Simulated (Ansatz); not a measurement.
## OH⁻ ··· HCN

The pair of OH⁻ (SMILES [OH-], atoms 1–2) and HCN (SMILES C#N, atoms 3–5), both closed shells, in one local arrangement (a lower one may exist), relaxed at PBE0-D4/def2-TZVPD:

```
5
angstrom
O -0.4076 -0.1757 -0.9585
H 0.3952 0.1658 -1.3786
C -0.0406 -0.0164 0.4629
N 1.0045 0.4301 0.8945
H -0.9516 -0.4038 0.9797
```

Program: Ansatz 0.2.0. Basis: def2-TZVPPD, with def2-QZVPPD for the basis limit. Cores are frozen in the correlated methods. B3LYP uses VWN-RPA correlation. Extrapolation: Hartree–Fock as exp(−7.88 √X), correlation as X^−2.97. Interaction energies count from these two fragments, frozen as in the pair, with the counterpoise correction; negative means bound.

**Question.** What is the interaction energy by CCSD(T) at an estimated basis limit (MP2 extrapolated from triple and quadruple zeta, plus CCSD(T) − MP2 in triple zeta)? (An estimate is asked for; the value comes from the calculation.)

**Answer.** Computed: -37.34 kcal/mol. Hartree–Fock alone gives -45.00 kcal/mol at the basis limit. It counts from the two fragments frozen as in the pair.

The same quantity by other methods in triple zeta, and each one's difference from that estimate:
```
   method  E_int (kcal/mol)  difference
   PBE-D4            -43.62       -6.29
revPBE-D4            -40.95       -3.61
  BLYP-D4            -36.78        0.56
r2SCAN-D4            -46.12       -8.78
   B97M-V            -44.82       -7.48
  PBE0-D4            -48.40      -11.06
 B3LYP-D4            -41.94       -4.60
 HSE06-D4            -48.52      -11.18
  wB97X-V            -44.22       -6.88
  wB97M-V            -42.70       -5.36
   B2PLYP            -36.03        1.31
       HF            -44.14       -6.81
      MP2            -30.46        6.88
     CCSD            -34.59        2.75
  CCSD(T)            -33.00        4.34
```
Differences are method less estimate.

**Question.** Which atoms make the shortest contact between the fragments?

**Answer.** O1 and C3, 1.48 Å apart.

Energy to bend the free fragments (PBE0-D4 minima) into their shapes in the pair, CCSD(T)/def2-TZVPPD: OH⁻ 0.00 kcal/mol; HCN 15.56 kcal/mol. This must be added to the interaction energy to get the binding energy from relaxed fragments.

Basis-set superposition shift (counterpoise-corrected less uncorrected): CCSD(T) 2.61; MP2 2.79; HF 0.07; PBE0-D4 0.20; wB97M-V 0.16 kcal/mol.

The T1 diagnostic stays at or below 0.026. The restricted Hartree–Fock reference is unstable towards an unrestricted one at one or more of these structures.

For scale, one of the runs: CCSD(T)/def2-TZVPPD, 148 basis functions, launched by `ansatz run in.yaml --threads 2 --pin off --events-out ev --progress --plain --max-ram 5222MiB`. Time: 11 s of wall clock on 2 CPU threads of an Intel Xeon Platinum 8488C; the host was shared. Peak host memory: 1 GiB.
